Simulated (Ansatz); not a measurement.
For fcc Ni, LDA (Ansatz, a program for electronic structure, plane waves, PAW) gives:

| Property | Value |
|---|---|
| lattice constant a | 3.423 Å |
| magnetic moment | 0.58 μB |

Task: What does r²SCAN+rVV10 (Ansatz, plane waves, PAW) give for the same quantities?

Result: 
- lattice constant a: 3.467 Å (grows by 1.3 %)
- magnetic moment: 0.73 μB (rises by 0.15 μB)

For comparison: lattice constant a 3.508 Å (measured, static lattice: zero-point anharmonic expansion removed; as tabulated in Mejia-Rodriguez and Trickey (2018), arXiv:1807.09216).

Changes are worked out from the printed values.

Unless a cell is named, each level is at its own relaxed cell (LDA 10.03, r²SCAN+rVV10 10.41 Å³/atom).

Spin-polarised runs: LDA (parallel moments), r²SCAN+rVV10 (parallel moments).

Ansatz's density-functional and Hartree–Fock values are scalar-relativistic unless marked +SOC, with PAW data made under PBE.
